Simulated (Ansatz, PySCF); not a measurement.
Gas-phase enthalpy of formation at 298 K, by the atomisation route, of ClCCl (SMILES; CH2Cl2, dichloromethane). Structures are relaxed separately at B3LYP-D3(BJ)/def2-TZVP in Ansatz (a quantum-chemistry and plane-wave program). Cores are frozen in the correlated levels unless marked. UHF or UKS for open shells. Spin-orbit coupling is left out. Non-relativistic. CBS marks a two-point X^-3 extrapolation of the correlation energy; Hartree-Fock from the larger set. The bracket is a focal-point correction in the basis named. Thermal terms are rigid-rotor harmonic-oscillator values from B3LYP-D3(BJ) frequencies (PySCF) at 298.15 K and 1 atm. 1 Eh = 627.5095 kcal/mol.

```json
[
 {"species": "ClCCl", "count": "1", "E, RI-MP2/CBS(aug-cc-pV(T+d)Z,aug-cc-pV(Q+d)Z)+[CCSD(T)-MP2]/aug-cc-pV(T+d)Z (Ansatz) (Eh)": "-958.79747", "E, PBE/def2-TZVPD (Ansatz) (Eh)": "-959.32042", "measured ΔHf at 0 K (kcal/mol)": "-", "H(298) - H(0) of the element (kcal/mol)": "-"},
 {"species": "C atom", "count": "1", "E, RI-MP2/CBS(aug-cc-pV(T+d)Z,aug-cc-pV(Q+d)Z)+[CCSD(T)-MP2]/aug-cc-pV(T+d)Z (Ansatz) (Eh)": "-37.79159", "E, PBE/def2-TZVPD (Ansatz) (Eh)": "-37.79605", "measured ΔHf at 0 K (kcal/mol)": "169.98", "H(298) - H(0) of the element (kcal/mol)": "0.25"},
 {"species": "Cl atom", "count": "2", "E, RI-MP2/CBS(aug-cc-pV(T+d)Z,aug-cc-pV(Q+d)Z)+[CCSD(T)-MP2]/aug-cc-pV(T+d)Z (Ansatz) (Eh)": "-459.70710", "E, PBE/def2-TZVPD (Ansatz) (Eh)": "-459.95933", "measured ΔHf at 0 K (kcal/mol)": "28.59", "H(298) - H(0) of the element (kcal/mol)": "1.10"},
 {"species": "H atom", "count": "2", "E, RI-MP2/CBS(aug-cc-pV(T+d)Z,aug-cc-pV(Q+d)Z)+[CCSD(T)-MP2]/aug-cc-pV(T+d)Z (Ansatz) (Eh)": "-0.49995", "E, PBE/def2-TZVPD (Ansatz) (Eh)": "-0.49962", "measured ΔHf at 0 K (kcal/mol)": "51.63", "H(298) - H(0) of the element (kcal/mol)": "1.01"}
]
```

Molecule: zero-point energy 18.36, H(298) - H(0) 2.84 kcal/mol. The route leaves out scalar relativity and anharmonic zero-point terms, the atoms' spin-orbit terms, and in the frozen-core level the core correlation. Atomic data: G2/97 table in ASE.

Problem. Work out De, D0 and ΔHf at 0 and 298 K at both levels, and their errors against the measured value.

Solution. 
The atoms' values sum to 330.42 (0 K) and 4.47 (thermal), in kcal/mol.
- RI-MP2/CBS(aug-cc-pV(T+d)Z,aug-cc-pV(Q+d)Z)+[CCSD(T)-MP2]/aug-cc-pV(T+d)Z: De = 371.35; D0 = 371.35 - 18.36 = 352.99; ΔHf(0 K) = 330.42 - 352.99 = -22.57; ΔHf(298 K) = -22.57 + 2.84 - 4.47 = -24.20; error -1.6.
- PBE/def2-TZVPD: De = 380.57; D0 = 380.57 - 18.36 = 362.21; ΔHf(0 K) = 330.42 - 362.21 = -31.79; ΔHf(298 K) = -31.79 + 2.84 - 4.47 = -33.42; error -10.8.
Measured: -22.6 kcal/mol (Active Thermochemical Tables 1.112 (ions: stationary electron), as tabulated in the package chemicals).
